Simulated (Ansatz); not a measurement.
Worked example: correlation energy of BNC, triplet

Geometry: that of the BNC, singlet, kept fixed. The singlet lies 2.0 eV lower here.

```xyz
3

C     0.0000    0.0000    1.2603
B     0.0000    0.0000   -1.3379
N     0.0000    0.0000    0.0776
```

Basis cc-pVDZ; Ansatz 0.2.0. Correlated methods freeze the noble-gas cores, which leaves 12 electrons in 39 orbitals. Prefix R: restricted or restricted open-shell reference; prefix U: unrestricted.

Full CI isn't at hand for all of this; UCCSDT(Q) serves as the reference, and is uncertain by about the last step of the cluster series.

Runs differ by some tens of microhartree through their thresholds and, for an open shell, their frozen cores, so steps under 0.03 kcal/mol mean nothing.

```
    level  total energy (hartree)
      UHF             -116.870160
     UMP2             -117.154449
    UCCSD             -117.175887
 UCCSD(T)             -117.189519
   UCCSDT             -117.190632
UCCSDT(Q)             -117.191903
```

Question: What is the correlation energy at UCCSDT(Q), and what share of it do UMP2 and UCCSDT recover?

Answer: E(corr) = -117.191903 − (-116.870160) = -0.321743 hartree = -8.755 eV. UMP2: -0.284289 / -0.321743 = 88.36 %. UCCSDT: -0.320472 / -0.321743 = 99.60 %.

Question: By how many kcal/mol does UCCSD(T) miss UCCSDT(Q) (1 hartree = 627.509 kcal/mol), and which steps make up the rest?

Answer: -117.189519 − (-117.191903) = 0.002384 hartree = 1.50 kcal/mol. Steps: UCCSDT − UCCSD(T) = -0.70, UCCSDT(Q) − UCCSDT = -0.80 kcal/mol. Differences between like states or geometries often cancel part of this.
